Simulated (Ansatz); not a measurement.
Relaxation of CH7AlO (10 atoms, charge 0, multiplicity 1), to a largest force component of 0.03 eV/Å in at most 50 steps.

All numbers below come from RKS PBE-D4/def2-SVPD (Ansatz).

```xyz
10
Properties=species:S:1:pos:R:3
Al 0.021 0.283 -0.080
H -0.002 0.113 1.488
H 1.395 0.706 -0.780
C -1.676 0.153 -1.069
H -2.231 -0.769 -0.796
H -2.352 1.003 -0.827
H -1.541 0.152 -2.169
O 0.194 -2.509 0.910
H -0.693 -2.912 0.918
H 0.121 -1.745 1.542
```

Problem. Where does it end, and by what steps?

Solution. The run converged. The force dipped under the threshold on the way, but the program's further checks kept it going. After 15 steps the energy has fallen by 0.506 eV; H9 moved furthest, 0.91 Å. Joined: Al1–O8 (2.97 → 2.09 Å).

```tsv
step	energy less start (eV)	largest force component (eV/Å)	accepted
0	0.0000	0.708	yes
1	-0.0626	1.271	yes
2	-0.2381	1.610	yes
3	-0.4025	0.386	yes
4	-0.4495	0.369	yes
5	-0.4701	0.541	yes
6	-0.4865	0.319	yes
7	-0.4969	0.112	yes
8	-0.4876	0.294	no
9	-0.5003	0.045	yes
10	-0.5016	0.195	yes
11	-0.5042	0.073	yes
12	-0.4970	0.323	no
13	-0.5053	0.010	yes
14	-0.5057	0.056	yes
15	-0.5059	0.025	yes
```

```xyz
10
Properties=species:S:1:pos:R:3
Al -0.023 0.110 0.172
H -0.157 0.480 1.741
H 1.364 0.447 -0.563
C -1.680 -0.003 -0.919
H -2.536 -0.450 -0.369
H -2.018 1.005 -1.242
H -1.538 -0.588 -1.855
O 0.186 -1.941 0.538
H -0.534 -2.464 0.140
H 0.172 -2.121 1.497
```

Whether the end is a true minimum wasn't checked by a vibrational analysis.

Time of the run: 19 s on 4 threads of Arm Neoverse V1, with other jobs on the host, peak memory 0.15 GiB.
